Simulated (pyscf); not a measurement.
Routes from H₃C–Zr(Cl)(Cl)–Cl (SMILES [CH3][Zr]([Cl])([Cl])[Cl]) + H• (SMILES [H])

Candidate steps break at most two bonds and form at most two. Each was searched with GFN2-xTB (tblite) first. Single points on ωB97X-D3(BJ)/def2-SVP structures (PySCF, gas phase). Energies: ωB97M-D3(BJ)/def2-TZVP, kJ/mol, from the separated reactants, doublet surface; ΔG‡ with ideal gas, 1 atm, RRHO with modes under 100 cm⁻¹ raised to 100, one conformer, R ln 2 for chiral ones without a mode under 150 cm⁻¹.

```csv
products,type,ΔE‡,ΔE,ΔG‡ 298 K,ΔG‡ 900 K,ν‡ (cm⁻¹)
[H₂C–Zr(Cl)(Cl)–Cl]• + H₂,hydrogen abstraction,38.5,-16.6,54.7,109.8,1504i
CH₄ + [Cl–Zr(Cl)–Cl]•,substitution at C,55.9,-171.5,86.9,147.1,1480i
```

Plain bond fissions and candidates not yet searched are not listed, and one of them may be faster. Each barrier is that of the saddle found; lower ones may exist. Open-shell species with a d-block atom are single-reference here; other states, and whether the spin sits on metal or ligand, were not checked. Elements past Kr carry the def2 core potentials, without spin-orbit coupling.
